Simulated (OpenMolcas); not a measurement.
# singlet [PH2]+: levels of theory compared

Aim: a comparison of 6 runs (HF/3-21G, B2PLYP/3-21G, B3LYP/3-21G, M06-2X/3-21G, CISD/3-21G, CCSD(T)/3-21G) of singlet [PH2]+. 

The results are computed with OpenMolcas 26.06.

## (1) The molecule

The species is [PH2]+ (3 atoms), meant as a singlet with charge +1. As SMILES of the parent species, `[PH2]`. The coordinates come from a PBE0-D4/def2-TZVP relaxation. That shape belongs to the parent species and isn't relaxed for this state.

Bond lengths: P1–H2 1.424 Å, P1–H3 1.424 Å. Angles: H2–P1–H3 91.5°.

## (2) The energy at HF/3-21G (run 1)

The input, job.input:

```
>>> EXPORT MOLCAS_PRINT=2
&gateway
baslib=$CurrDir
coord
3
angstrom
P        0.525730      -0.309370       0.258210
H        0.114640       1.051490       0.176750
H       -0.640370      -0.742120      -0.434970
basis=3-21G
group=NoSym
&seward
&scf
charge=1
thresholds=1e-10 1e-07 1e-07 1e-05
prorbitals=1 1
```

The basis set 3-21G is read from a file made from the Basis Set Exchange's data (not shown).

Started as:

```console
export MOLCAS_MEM=1860
pymolcas job.input > job.log
```

Log:

```text
--- Start Module: gateway ---
[...]
--- Stop Module: gateway /rc=_RC_ALL_IS_WELL_ ---
--- Start Module: seward ---
[...]
      Basis functions           17
--- Stop Module: seward /rc=_RC_ALL_IS_WELL_ ---
--- Start Module: scf ---
[...]
       Convergence after  12 Iterations
[...]
::    Total SCF energy                               -339.7672994836
[...]
      Total spin, S                                     0.0000000000
[...]
      Total electronic charge=   16.000000
      Total            charge=    1.000000
[...]
      Dipole Moment (debye):
      Origin of the operator (angstrom)=    0.4775   -0.2810    0.2345
                   X= -1.3412E+00               Y=  7.8926E-01               Z= -6.5875E-01           Total=  1.6899E+00
      Center of Charge (angstrom)
[...]
--- Stop Module: scf /rc=_RC_ALL_IS_WELL_ ---
[...]
```

Run time: 1.4 s. Hardware: 1 thread of Arm Neoverse V2, shared host; peak memory 0.37 GiB.

## (3) The energy at B2PLYP/3-21G (run 2)

The input, job.inp:

```
* H2P Kohn-Sham DFT

&GATEWAY
  BasLib=$CurrDir
  Coord
  3
  angstrom
  P        0.525730      -0.309370       0.258210
  H        0.114640       1.051490       0.176750
  H       -0.640370      -0.742120      -0.434970
  Basis=3-21G
  Group=NoSym

&SEWARD
  GridInput
  Grid=UltraFine
  End of Grid

&SCF
  Charge=1
  KSDFT=B2PLYP_SCF
  Thresholds=1e-10 1e-07 1e-07 1e-05
  PrOrbitals=1 1

&MBPT2
  Frozen=5
```

The basis set 3-21G is read from a file made from the Basis Set Exchange's data (not shown).

Started as:

```console
export MOLCAS_MEM=1860
pymolcas job.inp > job.log
```

Log:

```text
--- Start Module: gateway ---
[...]
--- Stop Module: gateway /rc=_RC_ALL_IS_WELL_ ---
[...]
      Basis functions           17
[...]
--- Start Module: scf ---
[...]
       Convergence after  12 Iterations
[...]
::    Total KS-DFT energy                            -340.2111956750
[...]
      Total spin, S                                     0.0000000000
[...]
      Total electronic charge=   16.000000
      Total            charge=    1.000000
[...]
      Dipole Moment (debye):
      Origin of the operator (angstrom)=    0.4775   -0.2810    0.2345
                   X= -1.3358E+00               Y=  7.8605E-01               Z= -6.5607E-01           Total=  1.6830E+00
      Center of Charge (angstrom)
[...]
--- Stop Module: scf /rc=_RC_ALL_IS_WELL_ ---
[...]
--- Start Module: mbpt2 ---
[...]
 ###    WARNING: MP2 implementation intended for RHF references only         ###
 ###############################################################################
MBPT2 WARNING: Reference function according to RunFile:KS-DFT
I'll assume you know what you're doing and continue
WARNING!
Default frozen orbitals as non valence orbitals is overwritten by user input.
Default values:   5
[...]
       Reference weight ( Cref**2 )         =        0.95694
::    Total MBPT2 energy                             -340.2747526341
[...]
      Total MBPT2 calculations                           0.03      0.03
--- Stop Module: mbpt2 /rc=_RC_ALL_IS_WELL_ ---
[...]
```

It took 2.8 s on 1 thread of Arm Neoverse V2, shared host; peak memory 0.37 GiB.

Runs 3 to 5 aren't shown in full; the table further down has their settings and results.

## (4) The energy at CCSD(T)/3-21G (run 6)

The input, job.input:

```
* H2P CCSD(T)
>>> EXPORT MOLCAS_PRINT=2

&gateway
 baslib=$CurrDir
 coord
 3
 angstrom
 P        0.525730      -0.309370       0.258210
 H        0.114640       1.051490       0.176750
 H       -0.640370      -0.742120      -0.434970
 basis=3-21G
 group=NoSym

&seward

&scf
 charge=1
 thresholds=1e-10 1e-07 1e-07 1e-05
 prorbitals=1 1

&rasscf
 fileorb=$Project.ScfOrb
 spin=1
 nactel=0 0 0
 inactive=8
 ras2=0
 outorbitals=Canonical
 orblisting=Nothing

&motra
 jobiph
 frozen=5

&ccsdt
 cct
 triples=2
 iterations=80
 accuracy=1e-08
 extrapolation=5 4
```

The basis set 3-21G is read from a file made from the Basis Set Exchange's data (not shown).

Started as:

```console
export MOLCAS_MEM=1860
pymolcas job.input > job.log
```

Log:

```text
--- Start Module: gateway ---
[...]
--- Stop Module: gateway /rc=_RC_ALL_IS_WELL_ ---
[...]
      Basis functions           17
[...]
       Convergence after  12 Iterations
[...]
::    Total SCF energy                               -339.7672994836
[...]
      Total spin, S                                     0.0000000000
[...]
      Number of active orbitals                  0
[...]
      Spin quantum number                      0.0
[...]
      Active orbitals                            0
[...]
      Number of CSFs                             1
[...]
      Number of root(s) required                 1
[...]
      Convergence after  4 iterations
[...]
      Natural orbitals and occupation numbers for root  1
      ************************************************************************************************************************
      *                                                    Final results                                                     *
      ************************************************************************************************************************
[...]
::    RASSCF root number  1 Total energy:   -339.76729948
[...]
      Total electronic charge=   16.000000
      Total            charge=    1.000000
[...]
      Dipole Moment (debye):
      Origin of the operator (angstrom)=    0.4775   -0.2810    0.2345
                   X= -1.3412E+00               Y=  7.8926E-01               Z= -6.5875E-01           Total=  1.6899E+00
      Center of Charge (angstrom)
[...]
--- Start Module: motra ---
[...]
      *** WARNING: Default frozen orbitals is overwritten by user input.
      *** Default values:   5
[...]
--- Stop Module: motra /rc=_RC_ALL_IS_WELL_ ---
--- Start Module: ccsdt ---
[...]
      Convergence after                    14  Iterations
      Total energy (diff) :    -339.83736387      -0.00000001
[...]
 METHOD                       : CCSD+T(CCSD)+<T3(1)WT1> = CCSD(T)
[...]
       CCSD     =      -339.8373638696243
[...]
--- Stop Module: ccsdt /rc=_RC_ALL_IS_WELL_ ---
[...]
```

It took 2.3 s on 1 thread of Arm Neoverse V2, shared host; peak memory 0.37 GiB.

## (5) All runs side by side

```csv
run,level,frozen core orbitals,integration grid,energy (Eh),HOMO energy (eV),LUMO energy (eV),HOMO–LUMO gap (eV),wall time
1,HF/3-21G,–,–,-339.767299,-19.75,-8.87,10.88,1.4 s
2,B2PLYP/3-21G,5,UltraFine,-340.228356,-17.93,-11.40,6.53,2.8 s
3,B3LYP/3-21G,–,UltraFine,-340.396657,-16.64,-13.21,3.43,3 s
4,M06-2X/3-21G,–,UltraFine,-340.339759,-17.92,-11.83,6.09,3.6 s
5,CISD/3-21G,5,–,-339.835014,-19.75,-8.87,10.88,1.6 s
6,CCSD(T)/3-21G,5,–,-339.837916,-19.75,-8.87,10.88,2.3 s
```

## (6) What came out

```
                                          quantity          value
                               run 6: total energy  -339.83792 Eh
        run 6: HOMO energy (Hartree–Fock orbitals)      -19.75 eV
        run 6: LUMO energy (Hartree–Fock orbitals)       -8.87 eV
      run 6: HOMO–LUMO gap (Hartree–Fock orbitals)       10.88 eV
run 6: correlation energy (5 core orbitals frozen)      -70.6 mEh
                             run 6: (T) correction      -0.55 mEh
```

**Reading.** Below the HF energy at the same shape and in the same basis (3-21G): CISD -67.7 mEh; CCSD(T) -70.6 mEh. Over runs 1, 2, 3, 4 the HOMO–LUMO gap runs from 3.43 eV (B3LYP/3-21G) to 10.88 eV (HF/3-21G). Exact exchange widens orbital gaps. For B2PLYP the log adds the whole second-order term; the table takes 0.27 of it, as the functional is defined. Totals of different functionals can't be ranked against each other. All runs together took 15 s, the longest 3.6 s.
